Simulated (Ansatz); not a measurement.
Harmonic frequencies (cm⁻¹) at PBE0-D4/def2-TZVP from Ansatz: 207, 302, 418, 513, 624, 677, 743, 849, 874, 883, 994, 1086, 1154, 1285, 1400, 1434, 1455, 1703, 1746, 3100, 3189, 3285, 3537, 3615.

Each molecule was computed in one conformer, which needn't be the lowest.

(1) Which molecule is it?
A. `NC#CCO`
B. `C=C(O)C=N`
C. `COC#CN`
D. `OC1=CNC1`

Results:

(1) B.
